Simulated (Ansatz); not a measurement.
# Multireference treatment of CH₂F₂, singlet

Computed with Ansatz's Gaussian-basis code (development build). Basis cc-pVTZ, nonrelativistic, 3 orbitals frozen in the corrections. State-specific CASSCF; RHF is the lowest restricted (open-shell) Hartree–Fock solution met. Letters tell apart solutions met in one space. Solutions may break the symmetry of the shape. No proof that the lowest CASSCF solution was found.

Geometry:

```xyz
5

C     0.0625    0.0000    0.0000
F     0.0625    1.0412   -0.7496
F     0.0625   -1.0412   -0.7496
H     0.9655    0.0000    0.6000
H    -0.8405    0.0000    0.6000
```

CASSCF less RHF, in eV, and natural occupations:

```json
{"CAS": "(6,4) a", "CASSCF": "-0.468", "occupations": "2.00, 2.00, 1.98, 0.02"}
{"CAS": "(6,4) b", "CASSCF": "-0.311", "occupations": "2.00, 2.00, 1.99, 0.01"}
```

(1) What totals less RHF do the corrections give on each solution?

(2) In CAS(6,4), is the solution lowest in CASSCF also lowest after SC-NEVPT2?

(3) Roughly how much CPU time does a whole run from the default start take (median of such runs, summed over threads; nearly all runs on one pinned thread of a shared server, mostly Xeon at 2.3 to 2.6 GHz, by a development driver)?

## Answers

(1) 

```
    CAS  SC-NEVPT2
(6,4) a    -17.933
(6,4) b    -17.906
```

(2) Yes: (6,4) a stays lowest, 0.03 eV under the next.

(3) CAS(6,4) a: about 2.8 min. Other jobs ran beside these, and the count of passes differs.
